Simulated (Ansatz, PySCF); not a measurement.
Species: allene, C$_{3}$H$_{4}$, net charge 0, singlet state. 
Geometry from a B3LYP-D3(BJ)/def2-TZVP (Ansatz, a quantum-chemistry and plane-wave program) optimisation:
```xyz
7

C      0.0000     0.0000     0.0000
C     -0.0052     0.0000     1.3001
C      0.0052     0.0000    -1.3001
H     -0.0108     0.9262     1.8632
H     -0.0040    -0.9263     1.8631
H      0.9337     0.0035    -1.8595
H     -0.9188    -0.0034    -1.8668
```
Charge 0, spin multiplicity 1.

Total electronic energies in hartree. Valence correlation only, unless marked. Spin-orbit coupling is left out. No relativistic terms. CBS marks a two-point X^-3 extrapolation of the correlation energy; Hartree-Fock from the larger set. The bracket is a focal-point correction in the basis named.

| level | program | energy (Eh) |
|---|---|---|
| HF/cc-pVTZ | Ansatz | -115.90585 |
| HF-D3(BJ)/def2-TZVPD | PySCF + dftd3 | -115.94137 |
| PBE/def2-TZVPD | Ansatz | -116.53939 |
| B97M-V/def2-TZVPD | Ansatz | [?] |
| B3LYP-D4/def2-TZVPD | Ansatz + dftd4 | -116.71354 |
| B3LYP/def2-TZVPD | Ansatz | -116.70860 |
| PBE0/6-31G* | Ansatz | [?] |
| PBE0-D3(BJ)/def2-TZVP | Ansatz + dftd3 | -116.55264 |
| PBE0-D3(BJ)/def2-TZVPD | Ansatz + dftd3 | -116.55290 |
| PBE0-D4/def2-TZVP | Ansatz + dftd4 | -116.55228 |
| PW6B95-D3(BJ)/def2-TZVPD | PySCF + dftd3 | -116.85379 |
| HSE06-D4/def2-TZVPD | Ansatz + dftd4 | [?] |
| CAM-B3LYP/def2-TZVPD | Ansatz | -116.62993 |
| wB97X-V/def2-TZVPD | Ansatz | -116.65905 |
| RPA@PBE/cc-pVQZ | Ansatz | -116.73485 |
| RI-MP2/aug-cc-pVQZ | Ansatz | -116.42317 |
| RI-MP2/cc-pVTZ | Ansatz | -116.38226 |
| RI-MP2/CBS(aug-cc-pVTZ,aug-cc-pVQZ) | Ansatz | -116.4424 |
| RI-MP2/CBS(cc-pVTZ,cc-pVQZ) | Ansatz | -116.4414 |
| SCS-MP2/STO-3G | Ansatz | -114.61395 |
| CCSD/STO-3G | Ansatz | -114.65376 |
| CCSD/cc-pVDZ | Ansatz | -116.29798 |
| RI-MP2/CBS(aug-cc-pVTZ,aug-cc-pVQZ)+[CCSD(T)-MP2]/aug-cc-pVTZ | Ansatz | -116.4927 |

What belongs in the gaps?


- B97M-V/def2-TZVPD, energy (Eh): -116.70260
- PBE0/6-31G*, energy (Eh): -116.50366
- HSE06-D4/def2-TZVPD, energy (Eh): -116.54535
